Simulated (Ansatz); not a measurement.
We consider hcp Co, described by PBE-D3(BJ) (Ansatz, a first-principles code, PAW).

Numerical settings: plane-wave cutoff 520 eV, 24×24×14 k mesh (along the axes of the cell as run), Fermi–Dirac smearing 0.05 eV, spin-polarised with parallel moments, scalar-relativistic PAW data made under PBE.

Starting structure:

```
Co
1.0
    2.51000     0.00000     0.00000
   -1.25500     2.17372     0.00000
    0.00000     0.00000     4.07000
Co
2
Direct
  0.66667   0.33333   0.75000
  0.33333   0.66667   0.25000
```

Task: Into what structure does the relaxation of cell and atoms lead at this level, with the symmetry of the start kept?

Result: The volume drops by 5.0 %; final space group P6_3/mmc.
```
Co
1.0
    2.47006     0.00000     0.00000
   -1.23503     2.13914     0.00000
    0.00000     0.00000     3.99246
Co
2
Direct
  0.66667   0.33333   0.75000
  0.33333   0.66667   0.25000
```
